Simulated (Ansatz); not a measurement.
For hcp Hf, PBE-D3(BJ) (plane waves, PAW; Ansatz, an electronic-structure program) gives:

| Property | Result |
|---|---|
| equilibrium lattice constant a | 3.170 Å |
| lattice parameter c | 5.023 Å |

### Question
What does HSE06 (Ansatz, PAW) give for the same quantities?

### Answer

- lattice constant a: 3.221 Å (rises by 1.6 %)
- lattice parameter c: 5.071 Å (goes up by 1.0 %)

For comparison: lattice constant a 3.194 Å (measured, 293 K, not corrected to a static lattice, our sources range from 3.194 to 3.200; as tabulated in Wikipedia's data pages); lattice parameter c 5.051 Å (measured, 293 K, not corrected to a static lattice; as tabulated in Wikipedia's data pages).

Changes are worked out from the printed values.

Unless a cell is named, each level is at its own relaxed cell (PBE-D3(BJ) 21.85, HSE06 22.77 Å³/atom).

Levels without +SOC leave out spin–orbit coupling, which shifts energies and cells of such heavy elements.

Ansatz's density-functional and Hartree–Fock values are scalar-relativistic unless marked +SOC, with PAW data made under PBE.
